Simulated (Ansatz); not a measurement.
A calculation with Ansatz (development build ahead of 0.2.0).

```yaml
crystal:
  periodic: [false, false, false]
  atoms:
    - { symbol: O, position_ang: [0.0, 0.0, -0.11717] }
    - { symbol: H, position_ang: [0.0, 0.0, 0.93737] }
basis:
  gaussian: { orbitals: cc-pVDZ }
magnetization:
  spin_polarized: true
  initial_magnetization: 1
hamiltonian:
  xc: hf
correlation:
  method: mp2
  frozen_orbitals: { H: 0, O: 1 }
```

The input is written out in the form of the current development build from the run's settings.

The run gave:

```yaml
Converged: yes
Reference_energy: -75.38620 hartree
Correlation_energy: -0.15175 hartree
Total_energy: -75.53795 hartree
Spin_squared_of_the_determinant: 0.756
```
